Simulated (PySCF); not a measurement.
Species: diphosphorus tetrafluoride, P₂F₄.
SMILES with atom numbers: `[F:1][P:2]([F:3])[P:4]([F:5])[F:6]`

Structure used (PBE0-D3(BJ)/def2-SVP), in Å, numbered top down from 1:
```xyz
6
P2F4 angstrom
F     -1.2392   -0.9777   -1.2851
P     -0.4832   -1.0245    0.1423
F     -1.6778   -0.4622    1.0728
P      0.4869    1.0139   -0.1409
F      1.2808    0.9761    1.2645
F      1.6558    0.4444   -1.0992
```

The calculation used delta-SCF UKS SCAN, pcX-2 on the ionised atom, pcseg-1 elsewhere, spin-free X2C (PySCF 2.14.0). Every row has its own mixed basis.

```json
{"ionised atom": "F1", "basis functions": "123", "E(ground) (Eh)": "-1083.91112", "E(ionised) (Eh)": "-1058.42809"}
{"ionised atom": "P2", "basis functions": "134", "E(ground) (Eh)": "-1083.96408", "E(ionised) (Eh)": "-1004.81401"}
```

Turn these total energies into binding energies.

E(ionised) − E(ground), at 27.2114 eV a hartree:

```csv
atom,environment,difference (Eh),binding energy (eV)
F1,phosphorus-bound fluorine,25.48303,693.43
P2,three-coordinate phosphorus,79.15007,2153.78
```

How much do the ground-state energies differ, and what would follow from using one of them for all holes?

They run from -1083.9641 Eh (core basis on P2) to -1083.9111 Eh (on F1), 0.0530 Eh or 1.44 eV apart, for one and the same state in different bases and grids. Pairing the ion of F1 with the ground state of P2 would put its binding energy 1.44 eV too high.

Only 1s holes are shown. One atom of each set of topologically equivalent atoms was ionised and stands for the set; in this conformer not all members are related by symmetry, and their own values weren't computed. Geometry: PBE0-D3(BJ)/def2-SVP, one conformer, isolated molecule.
